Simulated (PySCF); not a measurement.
# Assignment exercise: C$_{5}$H$_{10}$O

Mapped SMILES: `[CH2:1]=[CH:2][CH2:3][O:4][CH2:5][CH3:6]`; H(Xn) means a hydrogen on atom n. Ha(C1) is cis to C3; Hb(C1) is trans to C3.

Theory: structure optimised with PBE0-D3(BJ)/def2-TZVP, σ from GIAO-B97-2/pcSseg-2, in PySCF (relativity neglected, no solvent model, one averaged value for each set of equivalent atoms, one conformer).

δ = σ(ref) − σ, references computed at the same level: TMS for 13C (σ = 185.38 ppm) and 1H (σ = 31.64 ppm).

**Question.** Assign these signals to the numbered atoms. 13C{1H} NMR (computed): δ 148.1, 122.3, 79.9, 72.1, 18.1.

**Answer.** 
148.1 → C2, alkene CH: the olefinic region
122.3 → C1, terminal =CH2 carbon: as expected for a trigonal carbon in a double bond
79.9 → C3, allylic sp3 CH2 bonded to O: the inductive effect lowers its shielding
72.1 → C5, sp3 CH2 bonded to O: pulled downfield by the heteroatom
18.1 → C6, methyl carbon: saturated and bonded to C and H only

**Question.** Assign these signals to the numbered atoms. 1H NMR (400 MHz, computed): δ 6.45 (m, 1H), 5.47 (m, 1H), 5.33 (m, 1H), 3.98 (d, 2H), 3.43 (q, 2H), 1.23 (t, 3H).

**Answer.** 
| δ (ppm) | atoms | environment | reason |
| --- | --- | --- | --- |
| 6.45 | H(C2) | hydrogen on an alkene CH | attached to an sp2 carbon and in the plane of the double bond |
| 5.47 | Ha(C1) | hydrogen on a terminal =CH2 carbon | a vinylic proton, deshielded by the sp2 carbon and the C=C anisotropy |
| 5.33 | Hb(C1) | hydrogen on a terminal =CH2 carbon | – |
| 3.98 | H(C3) | hydrogen on an allylic sp3 CH2 bonded to O | its carbon carries O, which withdraws density |
| 3.43 | H(C5) | hydrogen on an sp3 CH2 bonded to O | its carbon carries O, which withdraws density |
| 1.23 | H(C6) | hydrogen on a methyl carbon | – |

Shifts are as computed. Against solution values, carbons near 30 ppm lie about +3 ppm off and those near 130 ppm about +7 ppm. Of 1211 compounds with measured shifts, 218 miss one by over three times the rms of a fit or turn the order of signals round; such compounds aren't used in these exercises. No couplings were computed; multiplicities are counted from neighbouring protons, with m where these are inequivalent, close in shift, in a saturated or five-membered ring or joined by F or P, and br s for small geminal =CH2 splittings.
